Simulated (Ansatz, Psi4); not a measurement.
**CHCl2F (dichlorofluoromethane): from total energies to a heat of formation**

CHCl2F: 5 atoms, total charge 0, spin state singlet. As SMILES, `FC(Cl)Cl`. The shape is that of a PBE0-D4/def2-TZVP optimisation.

Total energies at CAM-B3LYP/def2-SVPD (Psi4 1.11); the atoms run unrestricted:

| species | state | energy (Eh) |
| --- | --- | --- |
| CHCl2F | singlet | -1058.547559 |
| F | doublet | -99.629807 |
| C | triplet | -37.792495 |
| Cl | doublet | -460.014807 |
| H | doublet | -0.497895 |

Harmonic wavenumbers at PBE0-D4/def2-TZVP, in cm⁻¹: 276, 370, 464, 747, 811, 1121, 1256, 1335, 3154.

Measured heats of formation of the gaseous atoms at 298.15 K, in kJ/mol: F 79.4, C 716.9, Cl 121.3, H 218.0. Spin-orbit lowering of the atoms at 298 K (mean of the ground term's levels less their thermal mean, from spectra), in kJ/mol: F 1.29, C 0.02, Cl 3.44. Take 1 Eh = 2625.50 kJ/mol, 1 cm⁻¹ = 0.0119627 kJ/mol, RT = 2.479 kJ/mol.

Task: What heat of formation follows?

Result: 
1. Electronic atomisation energy: (-99.629807) + (-37.792495) + 2 × (-460.014807) + (-0.497895) − (-1058.547559) = 0.597748 Eh = 1569.4 kJ/mol.
2. Zero-point energy: half the sum of the wavenumbers, 4767 cm⁻¹ = 57.0 kJ/mol.
3. Thermal vibrational enthalpy, Σ hcν̃/(exp(hcν̃/kT) − 1): 3.3 kJ/mol. Translation, rotation and pV of a non-linear molecule: 4 RT = 9.9 kJ/mol.
4. The 5 free atoms carry 5/2 RT each: 31.0 kJ/mol.
5. Spin-orbit coupling lowers the free atoms by 1.29 + 0.02 + 2 × 3.44 = 8.2 kJ/mol.
6. Atomisation enthalpy at 298 K: 1569.4 − 8.2 − 57.0 − 3.3 − 9.9 + 31.0 = 1522.0 kJ/mol.
7. Sum of the atoms' heats of formation: 1256.9 kJ/mol. Heat of formation: 1256.9 − 1522.0 = -265.1 kJ/mol.

The tabulated value is -284.5 kJ/mol (Active Thermochemical Tables), so this level is off by +19.4 kJ/mol, or 1.3 % of the atomisation enthalpy that the table implies (1541.3 kJ/mol). Anharmonicity and any spin-orbit splitting of the molecule are left out.
